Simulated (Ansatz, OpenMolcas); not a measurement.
# Heat of formation of H2O (water) from total energies

H2O: 3 atoms, total charge 0, spin state singlet. SMILES: `O`. Geometry: relaxed at PBE0-D4/def2-TZVP.

| atom | x (Å) | y (Å) | z (Å) |
| --- | --- | --- | --- |
| O | -0.3027 | 0.2002 | -0.1406 |
| H | 0.4665 | 0.5484 | 0.3153 |
| H | -0.1638 | -0.7486 | -0.1747 |

Total energies at r2SCAN/aug-cc-pVTZ (OpenMolcas 26.06); the atoms run unrestricted:

| species | state | energy (Eh) |
| --- | --- | --- |
| H2O | singlet | -76.422671 |
| O | triplet | -75.056594 |
| H | doublet | -0.499998 |

Harmonic wavenumbers at PBE0-D4/def2-TZVP, in cm⁻¹: 1623, 3852, 3959.

Measured heats of formation of the gaseous atoms at 298.15 K, in kJ/mol: O 249.2, H 218.0. Spin-orbit lowering of the atoms at 298 K (mean of the ground term's levels less their thermal mean, from spectra), in kJ/mol: O 0.40. Take 1 Eh = 2625.50 kJ/mol, 1 cm⁻¹ = 0.0119627 kJ/mol, RT = 2.479 kJ/mol.

**Question.** What heat of formation follows?

**Answer.** 
1. Electronic atomisation energy: (-75.056594) + 2 × (-0.499998) − (-76.422671) = 0.366081 Eh = 961.1 kJ/mol.
2. Zero-point energy: half the sum of the wavenumbers, 4717 cm⁻¹ = 56.4 kJ/mol.
3. Thermal vibrational enthalpy, Σ hcν̃/(exp(hcν̃/kT) − 1): 0.0 kJ/mol. Translation, rotation and pV of a non-linear molecule: 4 RT = 9.9 kJ/mol.
4. The 3 free atoms carry 5/2 RT each: 18.6 kJ/mol.
5. Spin-orbit coupling lowers the free atoms by 0.40 = 0.4 kJ/mol.
6. Atomisation enthalpy at 298 K: 961.1 − 0.4 − 56.4 − 0.0 − 9.9 + 18.6 = 913.0 kJ/mol.
7. Sum of the atoms' heats of formation: 685.2 kJ/mol. Heat of formation: 685.2 − 913.0 = -227.8 kJ/mol.

The tabulated value is -241.8 kJ/mol (Active Thermochemical Tables), so this level is off by +14.0 kJ/mol, or 1.5 % of the atomisation enthalpy. Anharmonicity and any spin-orbit splitting of the molecule are left out.
